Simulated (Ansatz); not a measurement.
Heat of formation of H2SO4 (SMILES O=S(=O)(O)O) from total energies

The species is H2SO4 (7 atoms), meant as a singlet with charge 0. As SMILES, `O=S(=O)(O)O`. The shape is that of a PBE0-D4/def2-TZVP optimisation. This is one conformer, not always the lowest.

Total energies at B3LYP/6-31G* (spherical functions) (Ansatz 0.2.0); the atoms run unrestricted:

```tsv
species	state	energy (Eh)
H2SO4	singlet	-700.189788
O	triplet	-75.059404
S	triplet	-398.101916
H	doublet	-0.500273
```

Harmonic wavenumbers at PBE0-D4/def2-TZVP, in cm⁻¹: 258, 336, 381, 445, 502, 553, 563, 855, 912, 1145, 1166, 1255, 1504, 3803, 3808.

Measured heats of formation of the gaseous atoms at 298.15 K, in kJ/mol: O 249.2, S 277.0, H 218.0. Spin-orbit lowering of the atoms at 298 K (mean of the ground term's levels less their thermal mean, from spectra), in kJ/mol: O 0.40, S 1.88. Take 1 Eh = 2625.50 kJ/mol, 1 cm⁻¹ = 0.0119627 kJ/mol, RT = 2.479 kJ/mol.

Task: Work out the heat of formation of the gas at 298 K.

Result: 
1. Electronic atomisation energy: 4 × (-75.059404) + (-398.101916) + 2 × (-0.500273) − (-700.189788) = 0.849710 Eh = 2230.9 kJ/mol.
2. Zero-point energy: half the sum of the wavenumbers, 8743 cm⁻¹ = 104.6 kJ/mol.
3. Thermal vibrational enthalpy, Σ hcν̃/(exp(hcν̃/kT) − 1): 5.8 kJ/mol. Translation, rotation and pV of a non-linear molecule: 4 RT = 9.9 kJ/mol.
4. The 7 free atoms carry 5/2 RT each: 43.4 kJ/mol.
5. Spin-orbit coupling lowers the free atoms by 4 × 0.40 + 1.88 = 3.5 kJ/mol.
6. Atomisation enthalpy at 298 K: 2230.9 − 3.5 − 104.6 − 5.8 − 9.9 + 43.4 = 2150.5 kJ/mol.
7. Sum of the atoms' heats of formation: 1709.8 kJ/mol. Heat of formation: 1709.8 − 2150.5 = -440.7 kJ/mol.

The tabulated value is -735.1 kJ/mol (NIST-JANAF tables), so this level is off by +294.4 kJ/mol, or 12.0 % of the atomisation enthalpy that the table implies (2445.0 kJ/mol). Anharmonicity and any spin-orbit splitting of the molecule are left out.
